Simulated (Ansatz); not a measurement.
System: CH$_{5}$O, net charge 1, singlet state. It need not be the lowest isomer of its formula. 
Structure (B3LYP-D3(BJ)/def2-TZVP (Ansatz, an electronic-structure program) minimum search):
SMILES: [OH2+]C
```xyz
7

C     -0.0253     0.7966     0.0062
O     -0.0097    -0.7215     0.0568
H     -1.0760     1.0586     0.0620
H      0.8807    -1.1190     0.1070
H      0.5157     1.1027     0.8946
H      0.4496     1.1089    -0.9184
H     -0.5406    -1.1585    -0.6365
```
Charge +1, spin multiplicity 1.

Basis-set convergence of Hartree-Fock and CCSD correlation energies (hartree) with Ansatz. Cores are frozen in the correlated levels unless marked. No spin-orbit coupling. No relativistic terms.

```
basis       functions       E(HF)  E(corr, CCSD)
----------  ---------  ----------  -------------
def2-SVP           53  -115.26248       -0.36223
def2-TZVPP        132           ?              ?
```

Question: What belongs in the gaps?

Answer: 
- def2-TZVPP, E(HF): -115.40186
- def2-TZVPP, E(corr, CCSD): -0.44096
